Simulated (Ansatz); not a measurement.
A made-up structure of CH5N, singlet:

| atom | x (Å) | y (Å) | z (Å) |
| --- | --- | --- | --- |
| C1 | 0.8016 | 0.3909 | 0.1705 |
| N2 | -0.4738 | -0.1384 | -0.2815 |
| H3 | -0.9474 | -0.7579 | 0.3761 |
| H4 | -0.3369 | -0.6541 | -1.1508 |
| H5 | -1.1057 | 0.6345 | -0.4906 |
| H6 | 1.4788 | -0.3963 | 0.3832 |
| H7 | 0.6809 | 0.9408 | 1.0686 |

It is relaxed with PBE-D4/def2-SVP and then PBE0-D4/def2-TZVP (Ansatz 0.2.0). Atoms count as bonded within 1.22 times the sum of their covalent radii (H–H: 0.88 Å). The end point is not checked to be a true minimum.

Problem. Does its bonding change? (A judgement: the text doesn't fix the answer.)

Solution. The calculation gives: No: no bond forms or breaks.

Where it ends: The first stage lowers the energy by 0.29 eV in 5 steps. It ends as CH₅N ([CH2][NH3]):
```
atom    x (Å)    y (Å)    z (Å)
  C1   0.8685   0.4476   0.1377
  N2  -0.4787  -0.1467  -0.2711
  H3  -0.9892  -0.7792   0.3689
  H4  -0.3428  -0.6511  -1.1417
  H5  -1.1034   0.6236  -0.4885
  H6   1.4839  -0.4285   0.3809
  H7   0.6592   0.9538   1.0893
```

Labels in which every atom is bracketed show which atoms are joined, not bond orders.

For scale, one of the runs: PBE0-D4/def2-TZVP relaxation, 92 basis functions, launched by `ansatz run in.yaml --threads 2 --pin off --events-out ev --progress --plain --max-ram 4352MiB`. Hardware: 2 CPU threads of an Arm Neoverse V1, shared host. Wall time about 10 s.
